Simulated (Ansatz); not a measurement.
**C₃H₄FN: up Jacob's ladder to CCSD(T)**

The task here is to estimate one member of a computed series from the others.

Method: functionals in def2-TZVPP, the program's frozen cores in correlated methods; program: Ansatz 0.2.0, Gaussian basis.

Plan: LDA (SPW92), PBE-D4, revPBE-D4, BLYP-D4, r2SCAN-D4, B97M-V, PBE0-D4, B3LYP-D4, r2SCANh-D4, r2SCAN0-D4, HSE06-D4, BHLYP-D4, CAM-B3LYP-D4, LC-ωPBE, ωB97X-V, ωB97M-V, B2PLYP, PBE-QIDH; CCSD(T)/def2-SVP; CCSD(T)/def2-TZVPP; MP2/def2-QZVPP; extrapolation to the limit; RPA on PBE.

## The geometry

All runs share one geometry, relaxed beforehand with PBE0-D4 in a triple-zeta def2 set.

SMILES `C=NC(=C)F`, 9 atoms, charge 0, spin multiplicity 1.

Atoms are counted from 1 here; the program's logs count them from 0.

Bond lengths: C1–N2 1.268 Å, C1–H6 1.087 Å, C1–H7 1.092 Å, N2–C3 1.374 Å, C3–C4 1.326 Å, C3–F5 1.349 Å, C4–H8 1.079 Å, C4–H9 1.080 Å. Angles: N2–C1–H6 118.1°, N2–C1–H7 123.7°, H6–C1–H7 118.1°, C1–N2–C3 119.9°, N2–C3–C4 123.5°, N2–C3–F5 116.9°, C4–C3–F5 119.6°, C3–C4–H8 118.7°, C3–C4–H9 121.0°, H8–C4–H9 120.3°.

Set-up of the first run:

The input, in.yaml:

```yaml
crystal:
  periodic: [false, false, false]
  atoms:
    - {symbol: C, position_ang: [0.338804, 1.592832, -0.708263]}
    - {symbol: N, position_ang: [-0.147336, 0.831927, 0.182438]}
    - {symbol: C, position_ang: [-0.005039, -0.529976, 0.073176]}
    - {symbol: C, position_ang: [-0.484292, -1.389788, 0.962108]}
    - {symbol: F, position_ang: [0.661859, -0.989222, -1.005439]}
    - {symbol: H, position_ang: [0.208861, 2.666201, -0.592225]}
    - {symbol: H, position_ang: [0.880199, 1.231556, -1.584625]}
    - {symbol: H, position_ang: [-1.015495, -1.005697, 1.819497]}
    - {symbol: H, position_ang: [-0.349060, -2.454232, 0.836334]}
basis:
  gaussian: {orbitals: def2-TZVPP}
hamiltonian: {xc: lda}
output: {orbitals: {seedname: orbitals}}
```

Launch:

```console
ansatz run in.yaml --threads 2 --pin off --events-out ev --progress --plain --max-ram 4352MiB
```

Among the steps run: LDA; PBE-D4 (GGA); revPBE-D4 (GGA); BLYP-D4 (GGA); r2SCAN-D4 (meta-GGA); B97M-V (meta-GGA); PBE0-D4 (hybrid); B3LYP-D4 (hybrid); r2SCANh-D4 (hybrid); r2SCAN0-D4 (hybrid); HSE06-D4 (hybrid); BHLYP-D4 (hybrid); CAM-B3LYP-D4 (range-separated); LC-ωPBE (range-separated); ωB97X-V (range-separated); ωB97M-V (range-separated); B2PLYP (double hybrid); PBE-QIDH (double hybrid).

One table of the session follows, with a row left open; its other results are not shown here.

```
  functional  HOMO (eV)  LUMO (eV)  gap (eV)
 LDA (SPW92)          ?          ?         ?
      PBE-D4      -6.34      -2.56      3.78
   revPBE-D4      -6.26      -2.47      3.79
     BLYP-D4      -6.19      -2.42      3.77
   r2SCAN-D4      -6.51      -2.40      4.10
      B97M-V      -6.49      -2.30      4.19
     PBE0-D4      -7.39      -1.59      5.80
    B3LYP-D4      -7.19      -1.82      5.37
  r2SCANh-D4      -6.91      -2.04      4.86
  r2SCAN0-D4      -7.51      -1.50      6.01
    HSE06-D4      -7.00      -1.97      5.03
    BHLYP-D4      -8.30      -0.49      7.81
CAM-B3LYP-D4      -8.67      -0.48      8.19
     LC-ωPBE      -9.99       0.67     10.66
     ωB97X-V      -9.59       0.62     10.22
     ωB97M-V      -9.51       0.54     10.05
```

Q: Estimate the row for LDA (SPW92) from the others.

**Answer.** HOMO (eV): -6.56; LUMO (eV): -2.81; gap (eV): 3.75. In the column «HOMO (eV)» it lies between r2SCANh-D4 (-6.91) and r2SCAN-D4 (-6.51).
